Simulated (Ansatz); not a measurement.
A made-up structure of AlBSiH5, doublet:

```
8
angstrom
B -1.3589 0.9489 -1.0881
Al 1.1232 -1.3776 0.7721
Si 0.1846 0.7704 0.3478
H -1.1385 1.1598 -2.2481
H -2.5191 0.8322 -0.8069
H 0.7213 1.8486 1.1000
H 2.2356 -1.6837 1.7617
H 0.7021 -2.6622 0.0773
```

It is relaxed with PBE-D4/def2-SVP and then PBE0-D4/def2-TZVP (Ansatz 0.2.0). Atoms count as bonded within 1.22 times the sum of their covalent radii (H–H: 0.88 Å). The end point is not checked to be a true minimum.

Does its bonding change? (A judgement: the text doesn't fix the answer.)

The calculation gives: No: no bond forms or breaks.

Where it ends: The first stage lowers the energy by 0.69 eV in 15 steps. It ends as AlBSiH₅ ([BH2][SiH][AlH2]):
```
atom    x (Å)    y (Å)    z (Å)
  B1  -1.3162   0.9788  -1.0410
 Al2   1.0409  -1.4752   0.8705
 Si3   0.2417   0.6812   0.1071
  H4  -1.6424   2.0791  -1.3744
  H5  -1.9551   0.0407  -1.4166
  H6   1.0022   1.8873   0.5491
  H7   2.3166  -1.5766   1.8083
  H8   0.2626  -2.7789   0.4128
```

Labels in which every atom is bracketed show which atoms are joined, not bond orders.

For scale, one of the runs: PBE0-D4/def2-TZVP relaxation, 135 basis functions, launched by `ansatz run in.yaml --threads 2 --pin off --events-out ev --progress --plain --max-ram 4352MiB`. Hardware: 2 CPU threads of an Arm Neoverse V2, shared host. Wall time about 19 s.
